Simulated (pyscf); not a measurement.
Thermochemistry of product channels of `[F][W]([F])([F])[F]` [singlet] + `[H]` [doublet] on the doublet surface, in kcal/mol, from ωB97M-D3(BJ)/def2-TZVP energies (ideal gas, 1 atm, RRHO with modes under 100 cm⁻¹ raised to 100, one conformer, R ln 2 for rigid chiral ones). Optimised with ωB97X-D3(BJ)/def2-SVP in PySCF.

```tsv
products	ΔE	ΔH(298 K)	ΔG(900 K)	ΔG(1200 K)
`[F]` [doublet] + `[F][WH]([F])[F]` [triplet]	___	+54.0	+46.0	___
`[F][WH]([F])([F])[F]` [doublet]	-59.0	-55.5	-33.4	-25.8
```

Q: What belongs in the gaps?

A: 
- `[F]` [doublet] + `[F][WH]([F])[F]` [triplet], ΔE: +52.0
- `[F]` [doublet] + `[F][WH]([F])[F]` [triplet], ΔG(1200 K): +43.6

These are energies of the channels, which say nothing of barriers. Left out: orbital degeneracy and the spin-orbit lowering of F. Open-shell species with a d-block atom are single-reference here; other states, and whether the spin sits on metal or ligand, were not checked. Elements past Kr carry the def2 core potentials, without spin-orbit coupling.
